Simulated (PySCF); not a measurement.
## SF₃, doublet: computed properties

Computed with UPBE0/[S def2-TZVP, F def2-TZVP], no relativity, density fitting, PySCF.

The structure is a minimum.

```xyz
4
charge 0 multiplicity 2, angstrom
S     0.1461    0.2592   -0.2261
F     1.5855   -0.5324   -0.0070
F    -1.2584    1.1013    0.0278
F    -0.5729   -1.0050    0.3610
```

```
Point group                                                                   : Cs
Bond lengths                                                                  : S–F 1.568 Å, S–F 1.657 Å (×2)
Bond angles                                                                   : F–S–F 87.9° (×2), F–S–F 163.5°
Rotational symmetry number                                                    : 1
Heat capacity Cp at 298.15 K                                                  : 63.1 J/(mol K)
Lowest empty level (β)                                                        : -4.38 eV
Atomisation energy without zero-point energy                                  : 977 kJ/mol
Spin squared ⟨S²⟩                                                             : 0.757
Enthalpy at 298.15 K above 0 K                                                : 14.03 kJ/mol
Entropy at 298.15 K and 1 bar (electronic part: spin only)                    : 296.6 J/(mol K)
Zero-point energy                                                             : 19.0 kJ/mol
Rotational constants                                                          : 0.4624, 0.1634, 0.1224 cm⁻¹
Principal quadrupole moments (Buckingham, traceless) about the centre of mass : -5.91, 2.50, 3.42 D Å
Highest occupied level (α)                                                    : -8.44 eV
Principal polarisabilities                                                    : 15.6, 20.9, 31.9 bohr³
Dipole moment                                                                 : 0.67 D
```

Harmonic modes (masses in u: S 31.972, F 18.998):
```
symmetry  ω (cm⁻¹)  IR (km/mol)  μ (u)     type
      a'       144          6.2  23.49     bend
      a'       370         12.7  21.28     bend
     a''       476          0.7  19.32     bend
      a'       585         11.1  19.29  stretch
     a''       726          549  24.66  stretch
      a'       871          115  22.52  stretch
```

Charges (e):
```json
{"atom": "S1", "Mulliken": "0.66", "Löwdin": "0.51", "polar tensor": "1.74", "spin (Mulliken)": "0.76", "Mayer order to S1": "–"}
{"atom": "F2,3", "Mulliken": "-0.26", "Löwdin": "-0.22", "polar tensor": "-0.64", "spin (Mulliken)": "0.10", "Mayer order to S1": "0.94"}
{"atom": "F4", "Mulliken": "-0.15", "Löwdin": "-0.08", "polar tensor": "-0.46", "spin (Mulliken)": "0.05", "Mayer order to S1": "1.09"}
```

Mulliken populations on S1: s 5.96, p 8.75, d 0.54, f 0.08.

Only a few start shapes were tried, so a lower isomer may exist.

The final relaxation and frequency run took 76 s on 4 threads of a shared Arm Neoverse N1 host, with 130 basis functions and 16 gradients; the process peaked at 1.4 GiB.
